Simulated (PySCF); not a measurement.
## The first ionisation energy along the alkaline earths

Calculated with PySCF 2.14 from differences of total energies of unrestricted determinants, without spin-orbit coupling. Values in eV. The last column holds reference values (NIST; (s) semi-empirical, (t) theoretical, else measured). Unmarked ones compare directly (S terms, centres of terms, or small fine structure); those marked * lie between the lowest fine-structure levels and include a spin-orbit shift.

| element | configurations | UHF | MP2 (valence) | SCS-MP2 (valence) | reference |
| --- | --- | --- | --- | --- | --- |
| Be (x2c-TZVPall, spin-free X2C) | [He] 2s2 → [He] 2s1 | 8.043 | 8.753 | 8.895 | 9.323 |
| Mg (x2c-TZVPall, spin-free X2C) | [Ne] 3s2 → [Ne] 3s1 | 6.621 | 7.211 | 7.329 | 7.646 |
| Ca (x2c-TZVPall, spin-free X2C) | [Ar] 4s2 → [Ar] 4s1 | 5.139 | 5.641 | 5.742 | 6.113 |
| Sr (x2c-TZVPall, spin-free X2C) | [Kr] 5s2 → [Kr] 5s1 | 4.746 | 5.216 | 5.310 | 5.695 |

```tsv
method	elements	mean error (eV)	mean absolute error (eV)	largest error (eV)
UHF	4	-1.057	1.057	-1.280
MP2 (valence)	4	-0.489	0.489	-0.570
SCS-MP2 (valence)	4	-0.375	0.375	-0.428
```

Errors include the incompleteness of the basis and the frozen core.

"Valence" correlates the outer s and p shells and, in groups 3 to 12 and the f block, the outer d or f shell, open or full, or the next shell where the ion has no valence electron left; the wider scheme adds the next inner shell.
